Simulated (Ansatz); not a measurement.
Task: a geometry optimisation of C5H7N, SMILES C=CC(=C)N=C, with Ansatz 0.2.0 through its Python package. Give the script and its output. Level of theory: PBE0, def2-SVP basis, multiplicity 1.

```xyz
13

C     1.5279   -1.1905    0.6913
C     1.1382    0.0752    0.4831
C     0.0356    0.5006   -0.3636
C    -0.2088    1.7990   -0.5857
N    -0.7116   -0.4734   -0.9719
C    -1.7674   -0.8255   -0.3170
H     1.0312   -2.0284    0.2124
H     2.3721   -1.4111    1.3354
H     1.6977    0.8664    0.9782
H    -1.0122    2.1001   -1.2495
H     0.3878    2.5842   -0.1365
H    -2.0628   -0.3935    0.6561
H    -2.4279   -1.6030   -0.7323
```

`c5h7n_opt.py`:
```python
"""Minimum-energy structure of C5H7N."""

import itertools

import ansatz as az
from ase.data import atomic_numbers, covalent_radii
import numpy as np

geometry_ang = [
    ("C", (1.5279, -1.1905, 0.6913)),
    ("C", (1.1382, 0.0752, 0.4831)),
    ("C", (0.0356, 0.5006, -0.3636)),
    ("C", (-0.2088, 1.799, -0.5857)),
    ("N", (-0.7116, -0.4734, -0.9719)),
    ("C", (-1.7674, -0.8255, -0.317)),
    ("H", (1.0312, -2.0284, 0.2124)),
    ("H", (2.3721, -1.4111, 1.3354)),
    ("H", (1.6977, 0.8664, 0.9782)),
    ("H", (-1.0122, 2.1001, -1.2495)),
    ("H", (0.3878, 2.5842, -0.1365)),
    ("H", (-2.0628, -0.3935, 0.6561)),
    ("H", (-2.4279, -1.603, -0.7323)),
]
molecule = az.Crystal.molecule()
for symbol, xyz in geometry_ang:
    molecule = molecule.atom(symbol, xyz)

setup = (
    molecule.calculation()
    .basis(gaussian="def2-SVP")
    .functional("PBE0")
)
symbols = [site.symbol for site in molecule.cartesian_sites]
start = np.array([site.position_ang for site in molecule.cartesian_sites], dtype=float)
summary = setup.relax(force_tolerance=0.005, max_steps=100).run(threads=1).report
end = np.array(summary["positions_ang"])

print("reference energy %16.6f eV" % summary["reference_energy_ev"])
print("total energy     %16.6f eV" % summary["free_energy_ev"])
print("occupied orbitals outside the frozen core (up, down):", summary["n_occupied"], " frozen:", summary["n_frozen"], " virtual:", summary["n_virtual"])

# pairs closer than 1.2 times the sum of covalent radii, before or after
radius = [covalent_radii[atomic_numbers[s]] for s in symbols]
span = lambda where, i, j: np.linalg.norm(where[i] - where[j])
bonded = [(i, j) for i, j in itertools.combinations(range(len(symbols)), 2) if min(span(start, i, j), span(end, i, j)) < 1.2 * (radius[i] + radius[j])]
print("pair        before    after (A)")
for i, j in bonded:
    print(f"{symbols[i]}{i}-{symbols[j]}{j}".ljust(10), f"{span(start, i, j):8.4f} {span(end, i, j):8.4f}")
for first, second in list(itertools.combinations(bonded, 2)):
    shared = set(first) & set(second)
    if shared and symbols[(j := shared.pop())] != "H":
        i, k = sorted((set(first) | set(second)) - {j})
        u, v = end[i] - end[j], end[k] - end[j]
        angle = np.degrees(np.arccos(np.clip(u @ v / np.linalg.norm(u) / np.linalg.norm(v), -1, 1)))
        print(f"final angle {symbols[i]}{i}-{symbols[j]}{j}-{symbols[k]}{k}: {angle:.2f} deg")
```

```console
$ python c5h7n_opt.py
reference energy     -6774.021787 eV
total energy         -6774.021787 eV
occupied orbitals outside the frozen core (up, down): [22, 22]  frozen: 0  virtual: [97, 97]
pair        before    after (A)
C0-C1        1.3406   1.3381
C0-H6        1.0854   1.0930
C0-H7        1.0845   1.0924
C1-C2        1.4538   1.4669
C1-H8        1.0882   1.0947
C2-C3        1.3397   1.3493
C2-N4        1.3700   1.4002
C3-H9        1.0848   1.0919
C3-H10       1.0836   1.0918
N4-C5        1.2913   1.2642
C5-H11       1.1049   1.1072
C5-H12       1.1015   1.0994
final angle C1-C0-H6: 120.78 deg
final angle C1-C0-H7: 121.16 deg
final angle C0-C1-C2: 124.59 deg
final angle C0-C1-H8: 120.16 deg
final angle H6-C0-H7: 118.05 deg
final angle C2-C1-H8: 115.25 deg
final angle C1-C2-C3: 121.82 deg
final angle C1-C2-N4: 115.84 deg
final angle C3-C2-N4: 122.23 deg
final angle C2-C3-H9: 121.39 deg
final angle C2-C3-H10: 120.52 deg
final angle C2-N4-C5: 120.17 deg
final angle H9-C3-H10: 117.98 deg
final angle N4-C5-H11: 122.99 deg
final angle N4-C5-H12: 119.46 deg
final angle H11-C5-H12: 117.54 deg
```

Total energies depend on the basis set; only differences at equal settings carry meaning. The end point is the stationary point reached from this start; no frequency run checks that it is a minimum, and the basis set is modest. Run time: 100 s on 1 thread of Arm Neoverse V2, with other jobs on the host, peak memory 0.36 GiB.

(Lines on the test bed's own set-up are left out of the output.)
